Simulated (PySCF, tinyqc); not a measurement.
RHF in the sto-6g basis, for H2O, spin multiplicity 1, step by step (part 2 of 2). The lowest restricted solution is unstable here: a spin-polarised one lies 0.0099 hartree lower (PySCF). Computed by tinyqc, a small Python program that keeps every step (integrals from PySCF). Command: `OMP_NUM_THREADS=1 python tinyqc.py 29673 29674 out.jsonl` (the two numbers bound the seeds that draw the settings). One thread of a shared host (Intel(R) Xeon(R) Processor @ 2.60GHz), about 0.2 s of CPU time with the checks.

Geometry (angstrom):
```
atom,x,y,z
O,0.000000,0.000000,0.000000
H,0.000000,1.127000,0.674000
H,0.000000,-1.127000,0.674000
```

## Iteration 21 (converged): orbitals

converged F (hartree):
```
,1O 1s,1O 2s,1O 2px,1O 2py,1O 2pz,2H 1s,3H 1s
1O 1s,-20.533465,-4.964086,0.000000,0.000000,-0.019772,-0.529148,-0.529148
1O 2s,-4.964086,-2.273629,0.000000,0.000000,-0.022980,-0.547616,-0.547616
1O 2px,0.000000,0.000000,-0.388686,0.000000,0.000000,0.000000,0.000000
1O 2py,0.000000,0.000000,0.000000,-0.156070,0.000000,-0.315756,0.315756
1O 2pz,-0.019772,-0.022980,0.000000,0.000000,-0.207407,-0.236774,-0.236774
2H 1s,-0.529148,-0.547616,0.000000,-0.315756,-0.236774,-0.268287,-0.096843
3H 1s,-0.529148,-0.547616,0.000000,0.315756,-0.236774,-0.096843,-0.268287
```

X:
```
,1O 1s,1O 2s,1O 2px,1O 2py,1O 2pz,2H 1s,3H 1s
1O 1s,1.021754,-0.126765,0.000000,0.000000,-0.003350,0.013646,0.013646
1O 2s,-0.126765,1.086360,0.000000,0.000000,0.030759,-0.150961,-0.150961
1O 2px,0.000000,0.000000,1.000000,0.000000,0.000000,0.000000,0.000000
1O 2py,0.000000,0.000000,0.000000,1.043432,0.000000,-0.127418,0.127418
1O 2pz,-0.003350,0.030759,0.000000,0.000000,1.014444,-0.071164,-0.071164
2H 1s,0.013646,-0.150961,0.000000,-0.127418,-0.071164,1.062125,-0.026536
3H 1s,0.013646,-0.150961,0.000000,0.127418,-0.071164,-0.026536,1.062125
```

Diagonalise F' = X^T F X, C = X C', fill 5 alpha and 5 beta electrons from the bottom; D = 2 C_occ C_occ^T. Each column has its largest component positive (the first on a tie).

F' = X^T F X (hartree):
```
,1,2,3,4,5,6,7
1,-20.212857,-2.488706,0.000000,0.000000,-0.035103,-0.044202,-0.044202
2,-2.488706,-1.341109,0.000000,0.000000,0.068840,-0.282989,-0.282989
3,0.000000,0.000000,-0.388686,0.000000,0.000000,0.000000,0.000000
4,0.000000,0.000000,0.000000,-0.007567,0.000000,-0.324402,0.324402
5,-0.035103,0.068840,0.000000,0.000000,-0.147135,-0.225411,-0.225411
6,-0.044202,-0.282989,0.000000,-0.324402,-0.225411,-0.057847,-0.024788
7,-0.044202,-0.282989,0.000000,0.324402,-0.225411,-0.024788,-0.057847
```

orbital energies (hartree): MO1 -20.536204, MO2 -1.160543, MO3 -0.479264, MO4 -0.388686, MO5 -0.383316, MO6 0.296327, MO7 0.438638

coefficients C:
```
,MO1,MO2,MO3,MO4,MO5,MO6,MO7
1O 1s,0.997032,-0.236065,0.000000,0.000000,0.065314,-0.079804,0.000000
1O 2s,0.012941,0.949950,0.000000,0.000000,-0.353197,0.464166,0.000000
1O 2px,0.000000,0.000000,0.000000,1.000000,0.000000,0.000000,0.000000
1O 2py,0.000000,0.000000,0.598325,0.000000,0.000000,0.000000,0.873630
1O 2pz,0.001455,0.037180,0.000000,0.000000,0.754939,0.684738,0.000000
2H 1s,-0.001912,0.111538,0.462999,0.000000,0.376089,-0.640605,-0.628059
3H 1s,-0.001912,0.111538,-0.462999,0.000000,0.376089,-0.640605,0.628059
```

D after iteration 21:
```
,1O 1s,1O 2s,1O 2px,1O 2py,1O 2pz,2H 1s,3H 1s
1O 1s,2.108130,-0.468833,0.000000,0.000000,0.083964,-0.007345,-0.007345
1O 2s,-0.468833,2.054642,0.000000,0.000000,-0.462607,-0.053805,-0.053805
1O 2px,0.000000,0.000000,2.000000,0.000000,0.000000,0.000000,0.000000
1O 2py,0.000000,0.000000,0.000000,0.715985,0.000000,0.554048,-0.554048
1O 2pz,0.083964,-0.462607,0.000000,0.000000,1.142634,0.576137,0.576137
2H 1s,-0.007345,-0.053805,0.000000,0.554048,0.576137,0.736511,-0.120961
3H 1s,-0.007345,-0.053805,0.000000,-0.554048,0.576137,-0.120961,0.736511
```

## Convergence

Stop when the energy changes by less than 1e-10 hartree and every element of the error matrix X^T (F D S - S D F) X is below 3e-06.

Course of the cycle:
```
iteration,E (hartree),change,largest element of the error matrix
1,-75.54190591,-,6.14e-01
2,-75.45950156,8.24e-02,2.00e-01
3,-75.49863363,-3.91e-02,5.46e-02
4,-75.51923745,-2.06e-02,1.68e-02
5,-75.52598675,-6.75e-03,5.92e-03
6,-75.52806675,-2.08e-03,1.71e-03
7,-75.52869579,-6.29e-04,5.32e-04
8,-75.52888501,-1.89e-04,1.63e-04
9,-75.52894183,-5.68e-05,5.23e-05
10,-75.52895889,-1.71e-05,1.45e-05
11,-75.52896401,-5.12e-06,4.57e-06
12,-75.52896555,-1.54e-06,1.51e-06
13,-75.52896601,-4.61e-07,5.51e-07
14,-75.52896615,-1.38e-07,1.52e-07
15,-75.52896619,-4.15e-08,4.86e-08
16,-75.52896620,-1.24e-08,1.50e-08
17,-75.52896621,-3.73e-09,4.57e-09
18,-75.52896621,-1.12e-09,1.36e-09
19,-75.52896621,-3.36e-10,4.10e-10
20,-75.52896621,-1.01e-10,1.23e-10
21,-75.52896621,-3.02e-11,3.70e-11
```

PySCF RHF in the same basis = -75.52896621 hartree

Converged in 21 iterations.

## Populations, bond orders and dipole

overlap S:
```
,1O 1s,1O 2s,1O 2px,1O 2py,1O 2pz,2H 1s,3H 1s
1O 1s,1.000000,0.231145,0.000000,0.000000,0.000000,0.024367,0.024367
1O 2s,0.231145,1.000000,0.000000,0.000000,0.000000,0.277603,0.277603
1O 2px,0.000000,0.000000,1.000000,0.000000,0.000000,0.000000,0.000000
1O 2py,0.000000,0.000000,0.000000,1.000000,0.000000,0.223107,-0.223107
1O 2pz,0.000000,0.000000,0.000000,0.000000,1.000000,0.133429,0.133429
2H 1s,0.024367,0.277603,0.000000,0.223107,0.133429,1.000000,0.079194
3H 1s,0.024367,0.277603,0.000000,-0.223107,0.133429,0.079194,1.000000
```

Mulliken: Z minus the diagonal of D S on the atom; Loewdin: the same with S^(1/2) D S^(1/2); Mayer order: 2 sum_s sum (D(s) S)_ij (D(s) S)_ji over the two atoms.

Charges (e):
```
atom,Mulliken,Loewdin
1O,-0.175396,-0.139092
2H,0.087698,0.069546
3H,0.087698,0.069546
```

Mayer bond orders:
```
pair,order
2-1,0.976812
3-1,0.976812
3-2,0.015497
```

dipole moment about the origin, x y z (debye): 0.000000  0.000000  1.215420
